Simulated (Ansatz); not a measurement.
The input, for Ansatz 0.2.0:

```yaml
crystal:
  periodic: [false, false, false]
  atoms:
    - {symbol: Cl, position_ang: [0.000000, -0.076671, 0.031241]}
    - {symbol: H, position_ang: [0.000000, 1.884588, -2.092751]}
    - {symbol: H, position_ang: [0.000000, 0.812230, 0.993897]}
basis:
  gaussian: {orbitals: 6-31G}
total_charge: 1
magnetization: {spin_polarized: false}
correlation: {method: bccd, electrons: valence}
scf: {omitted_lower_state_checks: [cluster_reference]}
```

```sh
$ ansatz run in.yaml --threads 1 --pin off --events-out ev --progress --plain --max-ram 2393MiB
```

(1) Roughly how long does this take on 1 thread of INTEL XEON PLATINUM 8581C, shared host, and how much host memory?

```
these checks for a lower state are left out or cut short: cluster_reference
205 factors; integrals over basis functions are off by at most 3.4e-4 eV
mean field evaluation 1: about -12516.6323 eV, gradient 2.5e1 eV
mean field evaluation 2: about -12516.6357 eV, gradient 2.5e1 eV
mean field evaluation 4: about -12519.1937 eV, gradient 1.0e0 eV
mean field evaluation 8: about -12519.2108 eV, gradient 4.9e-5 eV
mean field -12519.21084664 eV, -460.0725127881 hartree, gradient 4.0e-6 eV, S^2 0.000000; 0 other end points of the search recorded, 0 dependent functions left out; unrestricted orbitals would lower it
5 core orbitals not correlated: weight in the atoms' cores, before any rotation towards them, 1.000 or more for the frozen orbitals, at most 0.000 for the correlated occupied ones
reference -12519.21084664 eV, -460.0725127881 hartree; 4, 4 occupied and 8, 8 virtual orbitals, 205 factors
second order -1.79540007 eV of doubles, -0.00000000 eV of singles
cycle   1  -1.74995501 eV  change    4.5e-2 eV  update   1.9e-1
cycle   2  -2.13166003 eV  change   -3.8e-1 eV  update   1.5e-1
cycle   3  -2.37095697 eV  change   -2.4e-1 eV  update   8.4e-2
cycle   4  -2.40387226 eV  change   -3.3e-2 eV  update   2.7e-2
cycle   5  -2.43140224 eV  change   -2.8e-2 eV  update   1.7e-2
cycle   6  -2.45733520 eV  change   -2.6e-2 eV  update   1.1e-2
cycle   7  -2.45388497 eV  change    3.5e-3 eV  update   1.6e-3
cycle   8  -2.45195254 eV  change    1.9e-3 eV  update   7.5e-4
cycle   9  -2.45168851 eV  change    2.6e-4 eV  update   3.0e-4
cycle  10  -2.45172798 eV  change   -3.9e-5 eV  update   1.7e-4
cycle  11  -2.45179686 eV  change   -6.9e-5 eV  update   5.7e-5
cycle  12  -2.45181620 eV  change   -1.9e-5 eV  update   2.2e-5
cycle  13  -2.45181599 eV  change    2.1e-7 eV  update   5.6e-6
Total energy: -12521.66266263 eV, -460.1626153640 hartree
Checks for a lower state left out: cluster_reference
```

The singles that turn the determinant into the Brueckner one have T1 = 0.090.

Results:

(1) 0.21 s wall and 0.16 GiB.
